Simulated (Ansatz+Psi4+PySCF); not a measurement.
Results of a calculation; reference values are marked as such.
This Ansatz input gave a total energy of -39.88965 hartree.

```yaml
crystal:
  periodic: [false, false, false]
  atoms:
    - { symbol: C, position_ang: [0.00376, -0.01701, 0.02442] }
    - { symbol: H, position_ang: [0.61645, 0.60208, 0.62623] }
    - { symbol: H, position_ang: [-0.60924, -0.65099, 0.624] }
    - { symbol: H, position_ang: [0.63131, -0.64939, -0.65112] }
    - { symbol: H, position_ang: [-0.61485, 0.61003, -0.6109] }
basis:
  gaussian: { orbitals: cc-pVTZ }
total_charge: 1
magnetization:
  spin_polarized: true
  initial_magnetization: 1
hamiltonian:
  xc: hf
correlation:
  method: mp2
  frozen_orbitals: { C: 1, H: 0 }
scf:
  omitted_lower_state_checks: [stability, starts, atomic_configurations, cluster_reference, orbital_swaps, given_window_search, neighbouring_geometries, increment]
```

(1) Write an input for PySCF with the same method and basis set.

Results:

(1)

```python
from pyscf import gto, scf, mp

mol = gto.M(atom="""
C 0.003760 -0.017010 0.024420
H 0.616450 0.602080 0.626230
H -0.609240 -0.650990 0.624000
H 0.631310 -0.649390 -0.651120
H -0.614850 0.610030 -0.610900
""", basis='cc-pvtz', charge=1, spin=1)
mf = scf.UHF(mol)
mf.kernel()
pt = mp.MP2(mf, frozen=1).run()
print(mf.e_tot, pt.e_corr, pt.e_tot)
```

PySCF 2.14.0 gave -39.88965 hartree, 0.01 meV from the first. Caution: large amplitudes, a single reference is doubtful; MP2 on this radical cation hangs on the determinant chosen.
